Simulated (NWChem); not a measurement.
Everything below was run with NWChem. System: Be, charge 1, spin multiplicity 2. Its SCF solution wasn't tested for a lower state. Level: UMP2/def2-TZVP, 1 core orbitals frozen.

The NWChem input:

```
start mol
memory heap 200 mb stack 900 mb global 1100 mb
charge 1
geometry units angstroms nocenter noautoz
  Be     0.000000     0.000000     0.000000
  symmetry group D2h
end
basis spherical
  * library def2-tzvp
end
scf
  uhf
  nopen 1
  maxiter 100
  thresh 1e-7
  semidirect memsize 60000000 filesize 0
  # guess.movecs holds the orbitals of an unrestricted PBE0 run
  vectors input guess.movecs output mol.movecs
end
mp2
  freeze core 1
end
task mp2 energy
```

NWChem printed:

```
             Northwest Computational Chemistry Package (NWChem) 7.3.0
             --------------------------------------------------------

                                NWChem Input Module
                                -------------------

 Scaling coordinates for geometry "geometry" by  1.889725989
 (inverse scale =  0.529177249)

                             Geometry "geometry" -> ""
                             -------------------------

 Output coordinates in angstroms (scale by  1.889725989 to convert to a.u.)

  No.       Tag          Charge          X              Y              Z
 ---- ---------------- ---------- -------------- -------------- --------------
    1 Be                   4.0000     0.00000000     0.00000000     0.00000000

 Effective nuclear repulsion energy (a.u.)       0.0000000000

            Nuclear Dipole moment (a.u.)
            ----------------------------
        X                 Y               Z
 ---------------- ---------------- ----------------
     0.0000000000     0.0000000000     0.0000000000

      Symmetry information
      --------------------

 Group name             D2h
 Group number             26
 Group order               8
 No. of unique centers     1

      Symmetry unique atoms

     1


 Summary of "ao basis" -> "" (spherical)
 ------------------------------------------------------------------------------
       Tag                 Description            Shells   Functions and Types
 ---------------- ------------------------------  ------  ---------------------
 *                         def2-tzvp                  on all atoms

 Summary of "ao basis" -> "ao basis" (spherical)
 ------------------------------------------------------------------------------
       Tag                 Description            Shells   Functions and Types
 ---------------- ------------------------------  ------  ---------------------
 Be                        def2-tzvp                 9       19   5s3p1d

                                 NWChem SCF Module
                                 -----------------

  ao basis        = "ao basis"
  functions       =    19
  atoms           =     1
  alpha electrons =     2
  beta  electrons =     1
  charge          =   1.00
  wavefunction    = UHF
  use symmetry    = T
  symmetry adapt  = T

 Summary of "ao basis" -> "ao basis" (spherical)
 ------------------------------------------------------------------------------
       Tag                 Description            Shells   Functions and Types
 ---------------- ------------------------------  ------  ---------------------
 Be                        def2-tzvp                 9       19   5s3p1d

      Symmetry analysis of basis
      --------------------------

        ag          7
        au          0
        b1g         1
        b1u         3
        b2g         1
        b2u         3
        b3g         1
        b3u         3

 Forming initial guess at       0.0s

   Symmetry analysis of molecular orbitals - initial alpha
   -------------------------------------------------------

  Numbering of irreducible representations:

     1 ag          2 au          3 b1g         4 b1u         5 b2g
     6 b2u         7 b3g         8 b3u

  Orbital symmetries:

     1 ag          2 ag          3 b3u         4 b2u         5 b1u
     6 ag          7 b3u         8 b2u         9 b1u        10 b3g
    11 b1g        12 b2g

   Symmetry analysis of molecular orbitals - initial beta
   ------------------------------------------------------
[...]
              MO Center= -2.8D-24,  6.6D-41,  6.7D-41, r^2= 2.9D+00
   Bfn.  Coefficient  Atom+Function         Bfn.  Coefficient  Atom+Function
  ----- ------------  ---------------      ----- ------------  ---------------
     6      0.617954  1 Be px                12     -0.493582  1 Be px

 Vector    5  Occ=0.000000D+00  E=-2.267194D-01  Symmetry=b1u
              MO Center=  9.5D-34, -1.8D-34, -2.6D-27, r^2= 2.9D+00
   Bfn.  Coefficient  Atom+Function         Bfn.  Coefficient  Atom+Function
  ----- ------------  ---------------      ----- ------------  ---------------
     8      0.617954  1 Be pz                14     -0.493582  1 Be pz

                     UHF Final Beta Molecular Orbital Analysis
                     -----------------------------------------

 Vector    2  Occ=0.000000D+00  E=-2.857587D-01  Symmetry=ag
              MO Center= -5.8D-39,  2.8D-40,  4.7D-41, r^2= 2.6D+00
   Bfn.  Coefficient  Atom+Function         Bfn.  Coefficient  Atom+Function
  ----- ------------  ---------------      ----- ------------  ---------------
     4      0.556353  1 Be s                  3      0.377837  1 Be s
     2     -0.193169  1 Be s                  5      0.173791  1 Be s

 Vector    3  Occ=0.000000D+00  E=-1.596390D-01  Symmetry=b3u
              MO Center= -2.6D-25,  6.2D-44,  6.0D-44, r^2= 3.6D+00
   Bfn.  Coefficient  Atom+Function         Bfn.  Coefficient  Atom+Function
  ----- ------------  ---------------      ----- ------------  ---------------
    12      0.643427  1 Be px                 6     -0.467531  1 Be px

 Vector    4  Occ=0.000000D+00  E=-1.596390D-01  Symmetry=b2u
              MO Center=  1.3D-45, -5.6D-27,  1.3D-45, r^2= 3.6D+00
   Bfn.  Coefficient  Atom+Function         Bfn.  Coefficient  Atom+Function
  ----- ------------  ---------------      ----- ------------  ---------------
    13      0.643427  1 Be py                 7     -0.467531  1 Be py

 center of mass
 --------------
 x =   0.00000000 y =   0.00000000 z =   0.00000000

 moments of inertia (a.u.)
 ------------------
           0.000000000000           0.000000000000           0.000000000000
           0.000000000000           0.000000000000           0.000000000000
           0.000000000000           0.000000000000           0.000000000000

  Mulliken analysis of the total density
  --------------------------------------

    Atom       Charge   Shell Charges
 -----------   ------   -------------------------------------------------------
    1 Be   4     3.00   1.02  0.96  0.67  0.35 -0.00  0.00  0.00 -0.00  0.00

  Mulliken analysis of the alpha density
  --------------------------------------

    Atom       Charge   Shell Charges
 -----------   ------   -------------------------------------------------------
    1 Be   4     2.00   0.52  0.46  0.66  0.35 -0.00  0.00  0.00  0.00  0.00

   Mulliken analysis of the beta density
   -------------------------------------

    Atom       Charge   Shell Charges
 -----------   ------   -------------------------------------------------------
    1 Be   4     1.00   0.50  0.50  0.00 -0.00  0.00  0.00  0.00 -0.00  0.00

   Mulliken analysis of the spin density
   -------------------------------------

    Atom       Charge   Shell Charges
 -----------   ------   -------------------------------------------------------
    1 Be   4     1.00   0.02 -0.04  0.66  0.36 -0.00 -0.00 -0.00  0.00  0.00

       Multipole analysis of the density wrt the origin
       ------------------------------------------------

     L   x y z        total         alpha         beta         nuclear
     -   - - -        -----         -----         ----         -------
     0   0 0 0      1.000000     -2.000000     -1.000000      4.000000

     1   1 0 0     -0.000000     -0.000000     -0.000000      0.000000
     1   0 1 0      0.000000     -0.000000      0.000000      0.000000
     1   0 0 1      0.000000     -0.000000      0.000000      0.000000

     2   2 0 0     -2.186097     -2.108098     -0.077999      0.000000
     2   1 1 0      0.000000      0.000000      0.000000      0.000000
     2   1 0 1      0.000000      0.000000      0.000000      0.000000
     2   0 2 0     -2.186097     -2.108098     -0.077999      0.000000
     2   0 1 1      0.000000      0.000000      0.000000      0.000000
     2   0 0 2     -2.186097     -2.108098     -0.077999      0.000000

                   NWChem MP2 Semi-direct Energy/Gradient Module
                   ---------------------------------------------

  Basis functions       =     19
  Molecular orbitals    =     19
  Frozen core           =      1
  Frozen virtuals       =      0
  Active alpha occupied =      1
  Active beta occupied  =      0
  Active alpha virtual  =     17
  Active beta virtual   =     18
  Use MO symmetry       = T
  Use skeleton AO sym   = T

  AO/Fock/Back tols     =   1.0D-09  1.0D-09  1.0D-09

          -------------------------------------------
          SCF energy                 -14.277049796987
          Correlation energy           0.000000000000
          Singlet pairs                0.000000000000
          Triplet pairs                0.000000000000
          Total MP2 energy           -14.277049796987
          -------------------------------------------

          ---------------------------------------------------
                    Spin Component Scaled (SCS) MP2
          Same spin pairs                      0.000000000000
          Same spin scaling factor             0.333333333333
          Opposite spin pairs                  0.000000000000
          Opposite spin scaling fact.          1.200000000000
          SCS-MP2 correlation energy           0.000000000000
          Total SCS-MP2 energy               -14.277049796987
          ---------------------------------------------------

 -----------------------
 Performance information
 -----------------------

 Timer overhead =  2.07D-07 seconds/call

               Nr. of calls         CPU time (s)                 Wall time (s)                GFlops
             ---------------    -------------------     ------------------------------   -------------------
Name         Min   Avg   Max    Min     Avg     Max     Min     Avg     Max   Mx/calls   Min     Max     Sum
mp2: tota     1     1     1   9.49E-3 9.49E-3 9.49E-3  9.49E-3 9.49E-3 9.49E-3 9.49E-3   0.0     0.0     0.0

 The average no. of pstat calls per process was 1.00D+00
 with a timing overhead of 2.07D-07s

 Task  times  cpu:        0.1s     wall:        0.1s

 Total times  cpu:        0.1s     wall:        0.1s
```
